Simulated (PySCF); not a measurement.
## Level of theory and bond dissociation enthalpies: hydrazine

Structure: `NN` (H4N2). Atom numbers as in the mapped SMILES `[NH2:1][NH2:2]`.

All levels share the PBE0-D3(BJ)/def2-SVP structures and the PBE0-D3(BJ)/def2-SVP thermal terms; only the single-point energies (PySCF) change. Values are bond dissociation enthalpies (298 K, kJ/mol).

```csv
level,N1–N2,N1–H,mean abs. error,time
HF/def2-TZVP,108,240,138.1,1.6 s
BHandHLYP/def2-TZVP,234,324,33.0,4.4 s
r2SCAN-D3(BJ)/def2-TZVP (grid 3),248,315,30.5,14 s
M06-L/def2-TZVP (grid 3),250,315,29.1,13 s
TPSSh-D3(BJ)/def2-TZVP (grid 3),251,323,25.0,12 s
TPSS-D3(BJ)/def2-TZVP (grid 3),254,320,24.9,14 s
B3LYP-D3(BJ)/def2-TZVP,260,326,19.0,5 s
BLYP-D3(BJ)/def2-TZVP,260,315,24.2,6.5 s
HSE06/def2-TZVP,269,320,17.7,8.9 s
PBE0-D3(BJ)/aug-pcseg-1,269,323,16.1,4.5 s
CAM-B3LYP-D3(BJ)/def2-TZVP,270,330,11.9,5.3 s
PBE0-D3(BJ)/jun-cc-pV(T+d)Z,271,324,14.5,7.8 s
"PBE0-D3(BJ)/6-311++G(2d,2p)",271,326,13.4,5.1 s
PBE0-D3(BJ)/aug-cc-pVTZ,271,324,14.2,12 s
PBE0-D3(BJ)/aug-cc-pVDZ,272,321,15.9,4.5 s
PBE0-D3(BJ)/def2-TZVPD,272,323,14.8,6.2 s
PBE0-D3(BJ)/pcseg-1,272,318,17.0,2.6 s
PBE0-D3(BJ)/def2-QZVPPD,272,324,13.6,23 s
PBE0-D3(BJ)/def2-TZVPP,273,324,13.3,6.3 s
PBE0-D3(BJ)/def2-QZVP,273,325,13.0,19 s
M06/def2-TZVP (grid 3),273,333,9.0,12 s
PBE0-D3(BJ)/cc-pVTZ,274,324,13.2,6.2 s
PBE0-D3(BJ)/def2-TZVP,274,322,13.8,–
PBE0-D3(BJ)/6-311+G**,275,325,11.8,3.8 s
PBE0-D3(BJ)/ma-def2-TZVP,275,323,13.0,4.9 s
PBE0-D3(BJ)/pcseg-2,276,325,11.6,6.3 s
PBE0-D3(BJ)/cc-pVDZ,276,315,16.3,2.6 s
B97-2/def2-TZVP,277,321,13.0,4.3 s
ωB97X-D3(BJ)/def2-TZVP,277,330,8.9,5.5 s
LC-ωPBE/def2-TZVP,277,324,11.8,7.9 s
ωB97M-D3(BJ)/def2-TZVP (grid 3),278,336,6.3,11 s
OPBE/def2-TZVP,279,319,15.6,6.7 s
PBE0-D3(BJ)/6-31G,280,314,18.6,2 s
PBE0-D3(BJ)/6-31G*,281,318,16.9,2.3 s
BP86-D3(BJ)/def2-TZVP,281,328,12.0,6.4 s
PBE0-D3(BJ)/6-31+G*,282,322,15.2,2.6 s
M06-2X/def2-TZVP (grid 3),287,338,10.1,12 s
PBE0-D3(BJ)/ma-def2-SVP,288,325,16.7,3.1 s
PBE0-D3(BJ)/def2-SVPD,288,327,15.7,3.8 s
PBE0-D3(BJ)/def2-SVP,289,318,21.0,2.6 s
PBE-D3(BJ)/def2-TZVP,290,317,21.7,6.6 s
PBE0-D3(BJ)/def2-SV(P),295,304,30.8,2.5 s
LDA/def2-TZVP,391,365,66.0,5.4 s
ATcT 1.112,277,347,,
```

Times are wall times for all single points of a level on 1 thread of Arm Neoverse N1, a shared host; the dash marks the run that also made the structures. BLYP, BP86, HSE06, LC-ωPBE, LDA, M06-L, OPBE, PBE, TPSS, r2SCAN ran on a slower path of this set-up, which computes the density-fitting integrals anew in every SCF cycle while the other levels store them. So the times needn't show the usual order of cost, and those levels read slower than they are.

Hartree-Fock leaves out electron correlation, so its bond energies come out too low, often by 100 kJ/mol or more.

The widest spread is that of N1–N2: 283 kJ/mol, from 108 to 391.
